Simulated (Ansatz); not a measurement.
# AlH2P: the cost of one run

The runs use Ansatz 0.2.0, Gaussian basis; def2-TZVPP, core rule «outside noble gas», up to 10 orbitals frozen.

Plan: UHF; ROHF; CCSD(T) on UHF.

2 further runs of the same task are left out: 2 set aside as unsound or not needed.

## (1) The system

The geometry is a PBE0/def2-TZVP stationary point (not a proven minimum) of the parent state, kept for this charge and spin.

4 atoms, charge 0, spin multiplicity 3.

Atoms are counted from 1 here; the program's logs count them from 0.

Bond lengths: Al1–P2 2.131 Å, Al1–H3 1.583 Å, P2–H4 1.451 Å. Angles: P2–Al1–H3 176.8°, Al1–P2–H4 75.4°.

## (2) UHF

File in.yaml:

```yaml
crystal:
  periodic: [false, false, false]
  atoms:
    - {symbol: Al, position_ang: [0.000000, 0.003348, 1.103758]}
    - {symbol: P, position_ang: [0.000000, 0.045326, -1.026381]}
    - {symbol: H, position_ang: [0.000000, -0.116866, 2.681764]}
    - {symbol: H, position_ang: [0.000000, -1.365594, -0.687779]}
basis:
  gaussian: {orbitals: def2-TZVPP}
magnetization: {spin_polarized: true, initial_magnetization: 2}
hamiltonian: {xc: hf}
output: {orbitals: {seedname: orbitals}}
```

Command:

```console
> ansatz run in.yaml --threads 1 --pin off --events-out ev --progress --plain --max-ram 4096MiB --backend cpu
```

**Question.** How long does this run take on 1 thread of AMD EPYC 7R13, shared host, and how much memory does it need?

About 12 s, with a peak of 0.27 GiB.
